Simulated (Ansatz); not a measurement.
Cartesian coordinates in Å:
```
C -1.511 0.676 2.012
C -0.639 0.901 1.042
O -0.827 0.452 -0.223
C 0.265 0.636 -1.089
O 1.355 -0.153 -0.772
C 1.117 -1.534 -0.937
H -2.413 0.102 1.841
H -1.327 1.078 2.998
H 0.279 1.462 1.203
H -0.127 0.403 -2.086
H 0.617 1.672 -1.047
H 0.346 -1.894 -0.250
H 2.056 -2.045 -0.726
H 0.809 -1.758 -1.966
```

Total charge 0; spin multiplicity 1.

**Question.** List the PBE/def2-TZVPP orbital energies in eV (Ansatz 0.2.0). (Estimate.)

**Answer.** The calculation gave: Occupied: -511.17, -510.80, -271.62, -270.24, -270.09, -268.36, -27.48, -25.88, -19.11, -17.87, -16.06, -14.26, -13.13, -12.52, -12.30, -10.84, -10.56, -9.78, -9.64, -8.97, -8.51, -7.53, -6.59, -5.54. Lowest empty: -0.37, 0.81, 1.26, 1.43, 1.75, 2.00, 2.18, 2.34.
